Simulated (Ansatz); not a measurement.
The input, for Ansatz 0.2.0:

```yaml
crystal:
  periodic: [false, false, false]
  atoms:
    - {symbol: C, position_ang: [0.000000, 0.000000, 3.672371]}
    - {symbol: P, position_ang: [0.000000, 0.000000, -0.139756]}
    - {symbol: H, position_ang: [0.000000, 0.000000, -3.532614]}
basis:
  gaussian: {orbitals: 6-31G}
correlation: {active_space: {ras: {orbitals: [5, 0, 13], electrons: 10, max_holes: 2, max_particles: 2}, fixed_orbitals: true}}
output: {forces: true}
```

```sh
$ ansatz run in.yaml --threads 1 --pin off --events-out ev --progress --plain --max-ram 2393MiB
```

Log:

```
300 factors; integrals over basis functions are off by at most 2.0e-4 eV
mean field evaluation 1: about -10275.7452 eV, gradient 3.2e1 eV
mean field evaluation 2: about -10275.7449 eV, gradient 3.2e1 eV
mean field evaluation 4: about -10158.8679 eV, gradient 1.4e2 eV
mean field evaluation 8: about -10294.4526 eV, gradient 7.3e0 eV
mean field evaluation 16: about -10301.1423 eV, gradient 1.4e-5 eV
mean field evaluation 32: about -10301.1920 eV, gradient 1.3e-2 eV
mean field evaluation 64: about -10301.1422 eV, gradient 7.4e-2 eV
mean field evaluation 96: about -10301.1775 eV, gradient 2.4e-1 eV
mean field evaluation 128: about -10298.5957 eV, gradient 1.7e0 eV
mean field evaluation 160: about -10298.5464 eV, gradient 1.9e0 eV
mean field evaluation 192: about -10301.1920 eV, gradient 1.2e-5 eV
mean field evaluation 224: about -10301.1423 eV, gradient 9.5e-6 eV
mean field -10301.19203574 eV, -378.5618249146 hartree, gradient 2.6e-6 eV, S^2 0.000000; 17 other end points of the search recorded, 0 dependent functions left out
reference -10301.19203574 eV, -378.5618249146 hartree; 11, 11 occupied and 13, 13 virtual orbitals, 300 factors
state -10306.58020864 eV, -378.7598366167 hartree
the calculation of the forces begins
Total energy: -10306.58020864 eV, -378.7598366167 hartree
Atom 0 at     0.000000     0.000000     3.672371 Å, force     0.000000    -0.000000    -0.061023 eV/Å
Atom 1 at     0.000000     0.000000    -0.139756 Å, force     0.000000     0.000000     0.173305 eV/Å
Atom 2 at     0.000000     0.000000    -3.532614 Å, force    -0.000000     0.000000    -0.112282 eV/Å
Dipole moment:    -0.000000     0.000000    -0.243535 e Å
```

Forces (eV/Å):
```
C    0.000  0.000 -0.061
P    0.000  0.000  0.173
H    0.000  0.000 -0.112
```

Ran on 1 thread of Arm Neoverse V2, shared host: 0.75 s wall, 0.18 GiB peak host memory.
